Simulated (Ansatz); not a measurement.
# BNH₃ (quartet): from Hartree-Fock to the top rungs at distance B1–H4 along a hydrogen transfer = 1.376 Å, cc-pVDZ

The task here is to estimate one member of a computed series from the others.

The runs use Ansatz 0.2.0, Gaussian basis; cc-pVDZ, core rule «outside noble gas», up to 2 orbitals frozen.

The runs, in order: UHF; CCSD(T) on ROHF; CCSD(T) on UHF; BCCD(T) on ROHF; CISD; CCSDT(Q) on ROHF; CCSDT(Q) on UHF; CASSCF and MRCISD+Q, 5 electrons in 5 orbitals; CASSCF and NEVPT2, 5 electrons in 5 orbitals.

15 further runs of the same task are left out: 6 for a known fault of the program, 1 for a mislabelled method, 7 that didn't finish, 1 set aside as unsound or not needed.

### What is computed

The geometry derives from fragments relaxed apart (PBE0/def2-TZVP) and kept rigid, so it is no stationary point. A hydrogen atom is moved between rigid fragments.

5 atoms, charge 0, spin multiplicity 4.

Atoms are counted from 1 here; the program's logs count them from 0.

Bond lengths: B1–H2 1.193 Å, B1–H3 1.193 Å, B1–H4 1.376 Å, H4–N5 1.177 Å. Angles: H2–B1–H3 120.0°, H2–B1–H4 120.0°, H3–B1–H4 120.0°, B1–H4–N5 180.0°.

The first run:

The input, in.yaml:

```yaml
crystal:
  periodic: [false, false, false]
  atoms:
    - {symbol: B, position_ang: [-1.290989, 0.000000, 0.000000]}
    - {symbol: H, position_ang: [-1.887722, 1.033571, 0.000000]}
    - {symbol: H, position_ang: [-1.887722, -1.033571, 0.000000]}
    - {symbol: H, position_ang: [0.085011, 0.000000, 0.000000]}
    - {symbol: N, position_ang: [1.262011, 0.000000, 0.000000]}
basis:
  gaussian: {orbitals: cc-pVDZ}
magnetization: {spin_polarized: true, initial_magnetization: 3}
hamiltonian: {xc: hf}
output: {orbitals: {seedname: orbitals}}
```

Started as:

```
$ ansatz run in.yaml --threads 1 --pin off --events-out ev --progress --plain --max-ram 2393MiB
```

Steps of the session up to this table: UHF; CCSD(T) on ROHF; CCSD(T) on UHF; BCCD(T) on ROHF; CISD; CCSDT(Q) on ROHF; CCSDT(Q) on UHF; CASSCF and MRCISD+Q, 5 electrons in 5 orbitals; CASSCF and NEVPT2, 5 electrons in 5 orbitals.

One table of the session follows, with a row left open; its other results are not shown here.

| method | from UCCSDT(Q) (meV) |
| --- | --- |
| ROHF | +6543.0 |
| UHF | +6183.1 |
| RMP2 | +1202.5 |
| UMP2 | +1253.6 |
| CISD | +527.6 |
| RCCSD | +145.3 |
| UCCSD | +138.3 |
| RCCSD(T) | +30.1 |
| UCCSD(T) | +28.9 |
| BCCD(T) | +30.4 |
| RCCSDT | +7.5 |
| UCCSDT | ? |
| RCCSDT(Q) | +1.7 |
| UCCSDT(Q) | 0 |

Q: Estimate the row for UCCSDT from the others.

As computed: from UCCSDT(Q) (meV): +5.6. In the column «from UCCSDT(Q) (meV)» it lies between RCCSDT(Q) (+1.7) and RCCSDT (+7.5).

Left out of the table: CASSCF pair, NEVPT2 pair, MRCISD pair, MRCISD+Q pair (the active space lost an orbital or holds another state than full CI finds).

Caveats from the session: Restricted and unrestricted rows rest on different reference determinants; where their highest levels disagree by more than a few hundredths of an eV, they describe different states and don't form one ladder. Warnings in the runs' records: passed over end.
